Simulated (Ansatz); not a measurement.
# Diamond

Computed with r²SCANh in Ansatz (PAW).

Run with plane-wave cutoff 600 eV, 12×12×12 k mesh, scalar-relativistic PAW data made under PBE.

Cell (relaxed at this level):

```
C
1.0
    0.00000     1.77582     1.77582
    1.77582     0.00000     1.77582
    1.77582     1.77582     0.00000
C
2
Cartesian
  1.77582   1.77582   1.77582
  2.66374   2.66374   2.66374
```

```json
{
  "elastic constant C11": "1138 GPa",
  "elastic constant C12": "125 GPa",
  "elastic constant C44": "603 GPa",
  "Voigt–Reuss–Hill bulk modulus": "463 GPa",
  "Voigt–Reuss–Hill shear modulus (Hill average)": "562 GPa",
  "young_modulus": "1201 GPa",
  "poisson_ratio": "0.067"
}
```

Measured, for comparison: elastic constant C11 1081 GPa, elastic constant C12 125 GPa, elastic constant C44 579 GPa (low temperature, zero-point motion not removed; as tabulated in Tanner et al. (2021), arXiv:2110.11888). Computed (rounded) less measured: elastic constant C11 +5 %, elastic constant C12 0.0 %, elastic constant C44 +4 %.

Elastic constants are with the ions relaxed.

Computed values are for the static lattice.

Ansatz is a quantum-chemistry and plane-wave program.
